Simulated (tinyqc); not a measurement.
A ladder of methods, and size consistency: correlation methods against full CI in the sto-3g basis, for BH3, spin multiplicity 1. Computed by the program tinyqc with PySCF. 

Geometry (angstrom):
```
atom        x        y       z
B      0.0000   0.0000  0.0190
H      1.2290   0.0000  0.0000
H     -0.6150   1.0640  0.0000
H     -0.6150  -1.0640  0.0000
```

RHF energy of one = -26.062029 hartree

All electrons correlated; +Q is the Davidson correction (1 - c0^2) E_corr. The last columns treat two copies 100 angstrom apart as one system. FCI is the lowest singlet.

Correlation energies (hartree):
```
method   E_corr of one  share of FCI (%)  E_corr of two at 100 angstrom  two minus twice one (mhartree)
MP2          -0.038796           68.0071                      -0.077591                          0.0000
CISD         -0.055434           97.1727                      -0.107393                          3.4740
CISD+Q       -0.057285          100.4178                      -0.113919                          0.6508
CCSD         -0.056615           99.2427                      -0.113229                          0.0000
CCSD(T)      -0.056884           99.7146                      -0.113767                          0.0000
FCI          -0.057047          100.0000                              -                               -
```

MP2 recovers 68 %, CISD 97.2 % and CCSD 99.2 % of the FCI value (c0^2 = 0.967 in CISD). MP2 and coupled cluster are size consistent, so their last column vanishes; CISD loses 3.47 mhartree, since a double excitation on each copy is a quadruple of the pair, and the Davidson correction leaves +0.65.
